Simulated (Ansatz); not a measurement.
**PH2+ (singlet): from Hartree-Fock to the top rungs at angle H2–P1–H3 = 120.2°, cc-pVDZ**

How much of the correlation energy of PH2+ (singlet) does each wave-function method recover here?

Program: Ansatz 0.2.0, Gaussian basis. Level of theory: cc-pVDZ, core rule «outside noble gas», up to 5 orbitals frozen. These are calculated values, not measurements.

The runs, in order: UHF; CCSD(T) on RHF; CCSD(T) on UHF; BCCD(T) on RHF; CISD; CCSDT(Q) on RHF; CCSDT(Q) on UHF; CCSDTQ on RHF; CASSCF and MRCISD+Q, 2 electrons in 2 orbitals; CASSCF and NEVPT2, 2 electrons in 2 orbitals; CASSCF and MRCISD+Q, 6 electrons in 6 orbitals; CASSCF and NEVPT2, 6 electrons in 6 orbitals; Full CI.

9 further runs of the same task are left out: 7 that didn't finish, 2 set aside as unsound or not needed.

## 1. What is computed

The geometry derives from a PBE0/def2-TZVP stationary point (not a proven minimum). One angle is set to the value named; bond lengths are kept.

3 atoms, charge 1, spin multiplicity 1.

Atoms are counted from 1 here; the program's logs count them from 0.

Bond lengths: P1–H2 1.429 Å, P1–H3 1.429 Å. Angles: H2–P1–H3 120.2°.

Geometry (Å):

```xyz
3

P     0.00000   -0.04353    0.00000
H     0.00000    0.66890   -1.23896
H     0.00000    0.66890    1.23896
```

## 2. UHF

in.yaml

```yaml
crystal:
  periodic: [false, false, false]
  atoms:
    - {symbol: P, position_ang: [0.000000, -0.043534, 0.000000]}
    - {symbol: H, position_ang: [0.000000, 0.668899, -1.238957]}
    - {symbol: H, position_ang: [0.000000, 0.668897, 1.238958]}
basis:
  gaussian: {orbitals: cc-pVDZ}
total_charge: 1
magnetization: {spin_polarized: true, initial_magnetization: 0}
hamiltonian: {xc: hf}
output: {orbitals: {seedname: orbitals}}
```

Command:

```bash
$ ansatz run in.yaml --threads 1 --pin off --events-out ev --progress --plain --max-ram 2393MiB
```

Further steps of the session: CCSD(T) on RHF; CCSD(T) on UHF; BCCD(T) on RHF; CISD; CCSDT(Q) on RHF; CCSDT(Q) on UHF; CCSDTQ on RHF; CASSCF and MRCISD+Q, 2 electrons in 2 orbitals; CASSCF and NEVPT2, 2 electrons in 2 orbitals; CASSCF and MRCISD+Q, 6 electrons in 6 orbitals; CASSCF and NEVPT2, 6 electrons in 6 orbitals; Full CI.

Q: Predict the results of all the runs planned. Wanted: FCI below the RHF energy; RMP2 from FCI; UMP2 from FCI; RCCSD from FCI; RCCSD(T) from FCI; UCCSD(T) from FCI; RCCSDT(Q) from FCI; UCCSDT(Q) from FCI; NEVPT2 pair from FCI.

**Answer**, as computed:

```
                         quantity                                                                                                        value
         FCI below the RHF energy                                                                                                   -3.5358 eV
                    RMP2 from FCI                                                                                                   +913.4 meV
                    UMP2 from FCI                                                                                                   +855.9 meV
                   RCCSD from FCI                                                                                                    +95.4 meV
                RCCSD(T) from FCI                                                                                                    +24.0 meV
                UCCSD(T) from FCI                                                                                                    +41.7 meV
               RCCSDT(Q) from FCI                                                                                                     +1.0 meV
               UCCSDT(Q) from FCI                                                                                                     +2.4 meV
             NEVPT2 pair from FCI                                                                                                   +789.7 meV
           MRCISD+Q pair from FCI                                                                                                    -20.3 meV
          NEVPT2 valence from FCI                                                                                                   +581.2 meV
levels within 1 kcal/mol (43 meV)  RCCSD(T), UCCSD(T), BCCD(T), RCCSDT, UCCSDT, RCCSDT(Q), UCCSDT(Q), RCCSDTQ, MRCISD+Q pair, MRCISD+Q valence
                    T1 diagnostic                                                                                                        0.013
   effectively unpaired electrons                                                                                                         0.10
```

**Reading.** RCCSD(T) misses by +24.0 meV, 0.7 % of the correlation energy. MRCISD+Q pair falls below full CI: the +Q correction isn't variational, and the cores differ from full CI's. One determinant dominates. Of the multireference levels listed MRCISD+Q valence comes nearest in total energy (+10.3 meV), which doesn't show that its space is the better one. These misses are within one basis, not against nature.
